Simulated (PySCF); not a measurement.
Geometries of 2 isomers of C2H2O2, from PBE0-D3(BJ)/def2-SVP geometry optimisation, gas phase in PySCF 2.14.0. One conformer each, no zero-point energy, no frequencies.

Task: Which is lower in electronic energy at this level?
A.
```xyz
6
angstrom
O      2.161   -0.672    0.056
C      1.094   -0.209    0.039
C     -0.109    0.350    0.015
O     -1.226   -0.328    0.439
H     -0.162    1.412   -0.252
H     -1.733   -0.585   -0.341
```
B.
```xyz
6
angstrom
O      0.208   -1.340    1.068
C      0.486   -0.331    0.482
C     -0.487    0.330   -0.482
O     -0.206    1.339   -1.066
H      1.463    0.204    0.587
H     -1.464   -0.203   -0.588
```

Result: B. That is `C(=O)C=O` (glyoxal), 13.6 kcal/mol below the other.

```
SMILES   atoms numbered as above      E (Eh)  relative (kcal/mol)  relative (kJ/mol)  dipole (D)
O=CC=O  [O:1]=[CH:2][CH:3]=[O:4]  -227.39957                  0.0                0.0        0.01
O=C=CO  [O:1]=[C:2]=[CH:3][OH:4]  -227.37793                 13.6               56.8        2.08
```

As drawn, the higher has cumulated double bonds, an O–H bond and a C=C–OH unit, which the lower lacks.
